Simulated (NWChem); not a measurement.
Species: nitrogen trifluoride (NF3); SMILES FN(F)F

```xyz
4

F      0.8608     0.8608    -0.1216
N      0.0000     0.0000     0.4667
F     -1.1759     0.3151    -0.1216
F      0.3151    -1.1759    -0.1216
```
Atoms are numbered in this order, from 1.

Program: NWChem. Coordinates come from a PBE0/def2-SVP optimisation. GIAO values for the isolated, static molecule; σ is the absolute isotropic shielding.

Taking PBE0/pcSseg-2 as the yardstick, which of these has the fewest basis functions while keeping “σ F1 (ppm)” within 10 ppm of it: PBE0/pcSseg-1; PBE0/cc-pVDZ; PBE0/cc-pVTZ?

none of them.
```csv
level,basis functions,σ F1 (ppm),relative time (rough)
PBE0/cc-pVDZ,56,112.2,1
PBE0/pcSseg-1,68,82.0,1
PBE0/cc-pVTZ,120,87.8,7
PBE0/pcSseg-2,144,66.1,7
```

The yardstick is one finite set, not the basis-set limit.
